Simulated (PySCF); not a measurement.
PySCF input (BP86/6-31G* (5d)):

```python
from pyscf import gto, dft

mol = gto.M(
    atom='''
    C    -0.04611676    1.10658486   -0.24043606
    S    -0.01350845   -0.55406625    0.19009309
    H     0.62811865   -1.02039440   -0.89361830
    H    -0.51679079    1.78106912    0.45592676
    H     0.38150795    1.46487603   -1.16118149
    ''',
    basis='6-31g*',
    charge=0,
    spin=1,
    verbose=4,
)

mf = dft.UKS(mol, xc='bp86')
mf.grids.level = 3
mf.conv_tol = 1e-9
mf.max_cycle = 100
mf.max_memory = 1500
mf.kernel()
if not mf.converged:
    mf = mf.newton()
    mf.kernel(mf.make_rdm1())
mo, _, stable, _ = mf.stability(return_status=True)
if not stable:
    mf.kernel(mf.make_rdm1(mo, mf.mo_occ))
    stable = mf.stability(return_status=True)[2]
mf.dip_moment()
```

Output:

```
PySCF version 2.14.0

[INPUT] verbose = 4
[INPUT] num. atoms = 5
[INPUT] num. electrons = 25
[INPUT] charge = 0
[INPUT] spin (= nelec alpha-beta = 2S) = 1
[INPUT] symmetry False subgroup None
[INPUT] Mole.unit = angstrom
[INPUT] Symbol           X                Y                Z      unit          X                Y                Z       unit  Magmom
[INPUT]  1 C     -0.046116760000   1.106584860000  -0.240436060000 AA   -0.087148046152   2.091142318990  -0.454358303869 Bohr   0.0
[INPUT]  2 S     -0.013508450000  -0.554066250000   0.190093090000 AA   -0.025527270867  -1.047033467365   0.359223878272 Bohr   0.0
[INPUT]  3 H      0.628118650000  -1.020394400000  -0.893618300000 AA    1.186972222232  -1.928265955040  -1.688693846899 Bohr   0.0
[INPUT]  4 H     -0.516790790000   1.781069120000   0.455926760000 AA   -0.976593056798   3.365732845720   0.861576709260 Bohr   0.0
[INPUT]  5 H      0.381507950000   1.464876030000  -1.161181490000 AA    0.720945539844   2.768214503140  -2.194314997014 Bohr   0.0

nuclear repulsion = 50.7873758129019
number of shells = 20
number of NR pGTOs = 90
number of NR cGTOs = 38
basis = 6-31g*
ecp = {}

******** <class 'pyscf.dft.uks.UKS'> ********
method = UKS
initial guess = minao
damping factor = 0
level_shift factor = 0
DIIS = <class 'pyscf.scf.diis.CDIIS'>
diis_start_cycle = 1
diis_space = 8
diis_damp = 0
SCF conv_tol = 1e-09
SCF conv_tol_grad = None
SCF max_cycles = 100
direct_scf = True
direct_scf_tol = 1e-13
number electrons alpha = 13  beta = 12
XC library pyscf.dft.libxc version 7.1.2
    S. Lehtola, C. Steigemann, M. J. T. Oliveira, and M. A. L. Marques,  SoftwareX 7, 1–5 (2018)
XC functionals = bp86
    A. D. Becke,  Phys. Rev. A 38, 3098 (1988)
    J. P. Perdew,  Phys. Rev. B 33, 8822 (1986)
    J. P. Perdew,  Phys. Rev. B 34, 7406–7406 (1986)
radial grids:
    Treutler-Ahlrichs [JCP 102, 346 (1995); DOI:10.1063/1.469408] (M4) radial grids

becke partition: Becke, JCP 88, 2547 (1988); DOI:10.1063/1.454033
pruning grids: <function nwchem_prune>
grids dens level: 3
symmetrized grids: False
atomic radii adjust function: <function treutler_atomic_radii_adjust>
small_rho_cutoff = 0
Set gradient conv threshold to 3.16228e-05
tot grids = 62424
init E= -438.10291061526
  alpha nocc = 13  HOMO = -0.175182036553625  LUMO = -0.0381174070804611
  beta  nocc = 12  HOMO = -0.326530555308133  LUMO = -0.175182036553626

WARN: HOMO -0.175182036553625 >= LUMO -0.175182036553626

cycle= 1 E= -438.01791062391  delta_E= 0.085  |g|= 0.225  |ddm|= 1.55
  alpha nocc = 13  HOMO = -0.0588701717027407  LUMO = -0.000796637069182982
  beta  nocc = 12  HOMO = -0.232379996726331  LUMO = -0.00610506707826453
  HOMO = -0.0588701717027  LUMO = -0.00610506707826  gap/eV = 1.43581
cycle= 2 E= -437.968479084312  delta_E= 0.0494  |g|= 0.365  |ddm|= 0.635
  alpha nocc = 13  HOMO = -0.130216771439165  LUMO = -0.0026163722753112
  beta  nocc = 12  HOMO = -0.250757518256251  LUMO = -0.0729847134684185
  HOMO = -0.130216771439  LUMO = -0.0729847134684  gap/eV = 1.55736
cycle= 3 E= -438.049618351075  delta_E= -0.0811  |g|= 0.0371  |ddm|= 0.411
  alpha nocc = 13  HOMO = -0.136985954409097  LUMO = -0.00894170836969321
  beta  nocc = 12  HOMO = -0.259979985697339  LUMO = -0.0758936196467341
  HOMO = -0.136985954409  LUMO = -0.0758936196467  gap/eV = 1.66241
cycle= 4 E= -438.05040117314  delta_E= -0.000783  |g|= 0.0185  |ddm|= 0.083
  alpha nocc = 13  HOMO = -0.136996828688561  LUMO = -0.0065323731466429
  beta  nocc = 12  HOMO = -0.256139393632351  LUMO = -0.0741453402949999
  HOMO = -0.136996828689  LUMO = -0.074145340295  gap/eV = 1.71028
cycle= 5 E= -438.050621180543  delta_E= -0.00022  |g|= 0.0048  |ddm|= 0.0298
  alpha nocc = 13  HOMO = -0.137355483030988  LUMO = -0.00681350965444238
  beta  nocc = 12  HOMO = -0.256790268540333  LUMO = -0.0738761129784793
  HOMO = -0.137355483031  LUMO = -0.0738761129785  gap/eV = 1.72736
cycle= 6 E= -438.050636456819  delta_E= -1.53e-05  |g|= 0.000797  |ddm|= 0.00742
  alpha nocc = 13  HOMO = -0.137419655641925  LUMO = -0.00685667438592974
  beta  nocc = 12  HOMO = -0.256772450801017  LUMO = -0.0737436703214174
  HOMO = -0.137419655642  LUMO = -0.0737436703214  gap/eV = 1.73271
cycle= 7 E= -438.050636986707  delta_E= -5.3e-07  |g|= 0.000355  |ddm|= 0.00184
  alpha nocc = 13  HOMO = -0.137416115817284  LUMO = -0.00678999184211992
  beta  nocc = 12  HOMO = -0.256717148733544  LUMO = -0.0737141373701404
  HOMO = -0.137416115817  LUMO = -0.0737141373701  gap/eV = 1.73342
cycle= 8 E= -438.050637093489  delta_E= -1.07e-07  |g|= 6.66e-05  |ddm|= 0.00068
  alpha nocc = 13  HOMO = -0.137425189992769  LUMO = -0.00679476183891792
  beta  nocc = 12  HOMO = -0.256727853084668  LUMO = -0.0737237084734406
  HOMO = -0.137425189993  LUMO = -0.0737237084734  gap/eV = 1.73341
cycle= 9 E= -438.050637096482  delta_E= -2.99e-09  |g|= 2.17e-05  |ddm|= 0.000122
  alpha nocc = 13  HOMO = -0.137423114768541  LUMO = -0.00679670215545114
  beta  nocc = 12  HOMO = -0.256728120329206  LUMO = -0.0737227243328826
  HOMO = -0.137423114769  LUMO = -0.0737227243329  gap/eV = 1.73338
cycle= 10 E= -438.050637096842  delta_E= -3.6e-10  |g|= 1.39e-06  |ddm|= 3.63e-05
  alpha nocc = 13  HOMO = -0.137422689211703  LUMO = -0.00679643237761285
  beta  nocc = 12  HOMO = -0.256728034625303  LUMO = -0.0737223364510222
  HOMO = -0.137422689212  LUMO = -0.073722336451  gap/eV = 1.73337
Extra cycle  E= -438.050637096842  delta_E= -3.41e-13  |g|= 1.5e-06  |ddm|= 3.48e-06
converged SCF energy = -438.050637096842  <S^2> = 0.75276656  2S+1 = 2.0027646
uhf_internal: lowest eigs of H = [0.24614974 0.35651077 0.39879621]
<class 'pyscf.dft.uks.UKS'> wavefunction is stable in the internal stability analysis
Dipole moment(X, Y, Z, Debye):  0.47508,  0.17157, -0.95573
```
